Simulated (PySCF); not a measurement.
Problem. What does the GFN2-xTB structure of 2-methyl-3-butyn-2-ol (`C#CC(C)(C)O`) look like in three dimensions?

Solution. 
```
atom  x, y, z in Å
C1     2.446    0.408   -0.344
C2     1.285    0.252   -0.100
C3    -0.138    0.141    0.227
C4    -0.957    0.333   -1.060
C5    -0.414   -1.229    0.851
O6    -0.498    1.113    1.200
H7     3.466    0.513   -0.569
H8    -0.749    1.307   -1.501
H9    -0.703   -0.436   -1.785
H10   -2.017    0.271   -0.827
H11   -1.469   -1.304    1.100
H12   -0.146   -2.021    0.158
H13    0.168   -1.336    1.762
H14   -0.274    1.988    0.866
```

Any rigid rotation of these coordinates is as good. Atoms count from 1 in this order. Of the pairs four or more bonds apart, H8···H14 is among the closest relative to their van der Waals radii: 2.51 Å, 105 % of the sum of Bondi's values. O6 (alcohol oxygen) is bent (angle 108.9°). The 4 C–C bonds span 1.197 Å (C1≡C2, drawn triple) to 1.537 Å (C3–C4, drawn single), a spread of 0.340 Å.

Bonds between heavy atoms (Å): C1≡C2 1.197, C2–C3 1.464, C3–C4 1.537, C3–C5 1.531, C3–O6 1.422.

Computed geometry: GFN2-xTB, gas phase.

Whether it is a minimum is left open (no frequencies). One conformer, not necessarily the lowest (C2–C3–O6–H 57°).
